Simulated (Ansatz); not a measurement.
## Ansatz (development build ahead of 0.2.0) run

```yaml
crystal:
  periodic: [false, false, false]
  atoms:
    - { symbol: F, position_ang: [0.01123, 0.0123, 0.00312] }
    - { symbol: H, position_ang: [2.04193, 0.00656, 0.23344] }
    - { symbol: F, position_ang: [2.88655, 0.30327, 0.08449] }
basis:
  gaussian: { orbitals: def2-SVP }
magnetization:
  spin_polarized: true
  initial_magnetization: 1
hamiltonian:
  xc: hf
output:
  forces: true
```

The input is written out in the form of the current development build from the run's settings.

The run gave:

| Item | Value |
| --- | --- |
| Converged | yes |
| Total energy | -199.21911 hartree |
| Spin squared of the determinant | 0.753 |
| Stability test | minimum |

Forces (eV/Å):
```tsv
atom	Fx	Fy	Fz
F1	-0.075	-0.011	0.000
H2	0.449	0.168	-0.088
F3	-0.373	-0.158	0.087
```
